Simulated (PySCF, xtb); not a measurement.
H6Si2, SMILES [SiH3][SiH3] (connectivity only; charge and spin as stated), charge -1, multiplicity 2.

Harmonic wavenumbers (cm⁻¹) from GFN2-xTB run with xtb at its own minimum, in rising order: 180, 318, 370, 455, 528, 551, 783, 788, 924, 972, 975, 976, 1381, 1440, 1783, 1796, 1815, 1817.

What does TPSSh-D3(BJ)/def2-SVPD run with PySCF 2.14.0 give at its own minimum? (The exact figures need the calculation; the answer reports its results.)

176, 237, 248, 294, 527, 568, 854, 883, 927, 931, 959, 968, 1731, 1808, 2076, 2077, 2087, 2091. Paired by order, the mean absolute difference is 137 cm⁻¹ and the zero-point energies are 25.5 and 27.8 kcal/mol.
